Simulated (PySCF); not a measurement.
C₄H₄S, SMILES c1ccsc1 (connectivity only; charge and spin as stated), charge +1, multiplicity 2. The structure is a stationary point at B3LYP-D3(BJ)/def2-SVP. The multiplicity is an assumed one; no other spin state was optimised.

The numbers are results of B3LYP-D3(BJ)/def2-SVP run with PySCF, not measurements.

Harmonic wavenumbers (cm⁻¹): 368, 470, 498, 620, 712, 817, 843, 855, 881, 983, 1002, 1070, 1117, 1236, 1354, 1364, 1530, 3220, 3225, 3231, 3241. Rotational constants (GHz): 8.252, 5.050, 3.133; symmetry number 2.

Question: Work out the zero-point energy and the ideal-gas rigid-rotor harmonic-oscillator thermochemistry at 298.15 K and 1 atm.

Answer: ZPE = ½ Σ hcν = ½ × 28636 cm⁻¹ = 171.28 kJ/mol. H − E(el) = 185.13 kJ/mol. Entropy in J/(mol K): translation 164.03, rotation 100.15, vibration 17.96, spin 5.76, total 287.89. G − E(el) = 99.30 kJ/mol. Cp = 75.26 J/(mol K).
